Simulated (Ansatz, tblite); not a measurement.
# InH2Br: a ladder of methods and basis sets

The task here is to estimate one member of a computed series from the others.

Computed with Ansatz 0.2.0, Gaussian basis. Level: as each input shows.

Levels to be run: GFN1-xTB, GFN2-xTB, PBE-D4/def2-TZVP, r2SCAN-D4/def2-TZVP, ωB97X-V/def2-TZVP, PBE-QIDH/def2-TZVP, ωB97M-V/def2-TZVP, B97M-V/def2-TZVP, r2SCAN0-D4/def2-TZVP, BLYP-D4/def2-TZVP, HF/def2-TZVP, PBE-D4/def2-SVP, PBE0-D4/def2-SVP, PBE0-D4/def2-TZVPD, PBE-D4/def2-TZVPD, r2SCAN-D4/def2-TZVPD, CCSD(T)/def2-TZVPP, MP2/def2-TZVP, RPA/def2-TZVP, CCSD(T)/def2-TZVPD.

### The relaxed structure

The geometry is that of the singlet, from an earlier relaxation (r2SCAN-D4/def2-TZVP).

4 atoms, charge 0, spin multiplicity 1.

Bond lengths: In1–H2 1.702 Å, In1–H3 1.702 Å, In1–Br4 2.488 Å. Angles: H2–In1–H3 135.0°, H2–In1–Br4 112.5°, H3–In1–Br4 112.5°.

In takes a core potential in the def2 sets. No spin-orbit coupling is included.

PBE0-D4/def2-TZVP was run before; its log isn't repeated, and its numbers join the tables.

Set-up of the first run:

Tight binding, by tblite at 300 K electronic temperature and without a spin-polarisation term:

```python
tblite.interface.Calculator('GFN1-xTB', numbers, positions, charge=0, uhf=0).singlepoint()
```

Tight binding, by tblite at 300 K electronic temperature and without a spin-polarisation term:

```python
tblite.interface.Calculator('GFN2-xTB', numbers, positions, charge=0, uhf=0).singlepoint()
```

start.molden holds the orbitals of an earlier run on this state, given as this run's starting guess.

in.yaml

```yaml
crystal:
  periodic: [false, false, false]
  atoms:
    - {symbol: In, position_ang: [0.152231, 0.254470, -0.001524]}
    - {symbol: H, position_ang: [1.836177, 0.005744, 0.011966]}
    - {symbol: H, position_ang: [-0.863690, 1.620200, -0.021236]}
    - {symbol: Br, position_ang: [-1.124718, -1.880405, 0.010794]}
basis:
  gaussian: {orbitals: def2-TZVP, initial_orbitals: start.molden}
hamiltonian: {xc: pbe, dispersion: d4}
scf: {omitted_lower_state_checks: [starts]}
output: {forces: true, orbitals: {seedname: orbitals}}
```

Launch:

```bash
$ ansatz run in.yaml --threads 4 --pin off --events-out ev --progress --plain --max-ram 3916MiB
```

Among the steps run: PBE-D4/def2-TZVP; r2SCAN-D4/def2-TZVP; ωB97X-V/def2-TZVP; PBE-QIDH/def2-TZVP; ωB97M-V/def2-TZVP; B97M-V/def2-TZVP; r2SCAN0-D4/def2-TZVP; BLYP-D4/def2-TZVP; HF/def2-TZVP; PBE-D4/def2-SVP; PBE0-D4/def2-SVP; PBE0-D4/def2-TZVPD; PBE-D4/def2-TZVPD; r2SCAN-D4/def2-TZVPD; CCSD(T)/def2-TZVPP; MP2/def2-TZVP; RPA/def2-TZVP; CCSD(T)/def2-TZVPD.

One table of the session follows, with a row left open; its other results are not shown here.

```
               level  HOMO (eV)  LUMO (eV)  gap (eV)
        HF/def2-TZVP     -10.67       0.37     11.04
     PBE-D4/def2-SVP      -6.43      -2.66      3.77
    PBE-D4/def2-TZVP      -6.60      -2.74      3.85
   PBE-D4/def2-TZVPD      -6.62      -2.78      3.85
   BLYP-D4/def2-TZVP      -6.44      -2.72      3.72
 r2SCAN-D4/def2-TZVP      -6.90      -2.48      4.42
r2SCAN-D4/def2-TZVPD      -6.91      -2.49      4.42
    B97M-V/def2-TZVP      -6.99      -2.75      4.24
    PBE0-D4/def2-SVP      -7.69      -1.96      5.73
   PBE0-D4/def2-TZVP      -7.82      -2.03      5.79
  PBE0-D4/def2-TZVPD      -7.84      -2.06      5.78
r2SCAN0-D4/def2-TZVP      -8.02      -1.87      6.15
   ωB97X-V/def2-TZVP          ?          ?         ?
   ωB97M-V/def2-TZVP     -10.01      -0.52      9.49
```

Estimate the missing values for ωB97X-V/def2-TZVP.

**Answer.** HOMO (eV): -10.15; LUMO (eV): -0.26; gap (eV): 9.89. In the column «HOMO (eV)» it lies between HF/def2-TZVP (-10.67) and ωB97M-V/def2-TZVP (-10.01).
